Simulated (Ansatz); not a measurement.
Cost against result

Saddle point of Si2H6O, closed shell (Si₂H₆O ([OH][SiH2][SiH3]) → Si₂H₄ ([SiH][SiH3]) + H₂O (still joined by a long Si–O bond); bonds formed: O2–H3; bonds broken: Si1–H3; bonds weakened to dative contacts: Si1–O2), PBE0-D4/def2-TZVP structure:

```xyz
9
angstrom
Si -0.7560 -0.6892 -0.1349
O 0.7593 -1.7311 0.3833
H -0.0900 -2.1414 -0.4585
H -1.5004 -0.5654 1.1642
Si 0.1083 1.4656 -0.4842
H 0.6235 -2.1794 1.2285
H -1.0250 2.4014 -0.7295
H 0.8754 1.9436 0.7015
H 1.0047 1.4959 -1.6704
```

Barriers are electronic and count from the start structure reached by relaxing down the imaginary mode.

Program: Ansatz 0.2.0. Basis: as named in each row. Cores are frozen in the correlated methods. B3LYP uses VWN-RPA correlation. Extrapolation: Hartree–Fock as exp(−7.88 √X), correlation as X^−2.97.

Times are rough, for one single point on 2 threads of a shared host (Intel Xeon 6975P-C).

The estimate by CCSD(T) at an estimated basis limit (MP2 extrapolated from triple and quadruple zeta, plus CCSD(T) − MP2 in triple zeta) is 79.68 kcal/mol.

```
      method       basis  time (s)  barrier (kcal/mol)  method less estimate
          HF      STO-3G   under 1              108.21                 28.54
      PBE-D4      STO-3G   under 1               64.75                -14.93
       SPW92    def2-SVP   under 1               61.18                -18.50
      PBE-D4    def2-SVP   under 1               64.06                -15.62
    B3LYP-D4       6-31G   under 1               62.21                -17.47
     PBE0-D4    def2-SVP   under 1               71.90                 -7.78
       SPW92  def2-TZVPP   under 1               65.02                -14.66
      PBE-D4  def2-TZVPP         1               67.68                -12.00
     CCSD(T)    def2-SVP         1               76.94                 -2.74
     BLYP-D4  def2-TZVPP         2               70.96                 -8.72
    B3LYP-D4  def2-TZVPP         2               77.04                 -2.64
    BHLYP-D4  def2-TZVPP         2               85.90                  6.22
     PBE0-D4  def2-TZVPP         2               75.42                 -4.26
   r2SCAN-D4  def2-TZVPP         2               74.47                 -5.21
CAM-B3LYP-D4  def2-TZVPP         2               80.39                  0.71
     wB97M-V    def2-SVP         2               74.31                 -5.37
  r2SCAN0-D4  def2-TZVPP         2               79.61                 -0.07
  RPA on PBE  def2-TZVPP         3               77.16                 -2.52
      B2PLYP  def2-TZVPP         4               78.85                 -0.82
    PBE-QIDH  def2-TZVPP         4               80.97                  1.29
     wB97X-V  def2-TZVPP         4               80.95                  1.27
      B97M-V  def2-TZVPP         4               75.98                 -3.70
     wB97M-V  def2-TZVPP         6               78.22                 -1.46
         MP2  def2-QZVPP        13               80.45                  0.77
     CCSD(T)  def2-TZVPP        25               79.56                 -0.12
```

All methods are single points on the PBE0-D4 structures.

T1 diagnostic: at most 0.016. The restricted Hartree–Fock reference is unstable towards an unrestricted one at one or more of these structures.

Losses and insertions of silylenes and their heavier kin drive the gas-phase chemistry of silicon and germanium vapour deposition.

Labels in which every atom is bracketed show which atoms are joined, not bond orders.
